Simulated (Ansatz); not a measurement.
**AlO (quartet): the correlation ladder, def2-QZVPP**

An exercise on one series of results from a longer session: the logs are not shown, and one member is left open.

The runs use Ansatz 0.2.0, Gaussian basis; def2-QZVPP, core rule «outside noble gas», up to 6 orbitals frozen.

Plan: UHF; ROHF; CCSD(T) on UHF.

### The system

The geometry is a PBE0/def2-TZVP stationary point (not a proven minimum).

2 atoms, charge 0, spin multiplicity 4.

Atoms are counted from 1 here; the program's logs count them from 0.

Bond lengths: Al1–O2 1.784 Å.

Set-up of the first run:

in.yaml reads:

```yaml
crystal:
  periodic: [false, false, false]
  atoms:
    - {symbol: Al, position_ang: [0.000000, 0.000000, 0.000000]}
    - {symbol: O, position_ang: [0.000000, 0.000000, 1.784100]}
basis:
  gaussian: {orbitals: "def2-QZVPP.json"}
magnetization: {spin_polarized: true, initial_magnetization: 3}
hamiltonian: {xc: hf}
output: {orbitals: {seedname: orbitals}}
```

Run with:

```
> ansatz run in.yaml --threads 1 --pin off --events-out ev --progress --plain --max-ram 2393MiB
```

Among the steps run: UHF; ROHF; CCSD(T) on UHF.

One of the session's tables, all rows but one given; the rest of the session is left out.

It belongs to the step «Misses and costs». 

| method | from UCCSD(T) (kcal/mol) |
| --- | --- |
| ROHF | ? |
| UHF | +160.87 |
| UMP2 | +14.35 |
| UCCSD | +5.95 |
| UCCSD(T) | 0 |

Estimate the missing values for ROHF.

As computed: from UCCSD(T) (kcal/mol): +164.60. In the column «from UCCSD(T) (kcal/mol)» it is the highest.
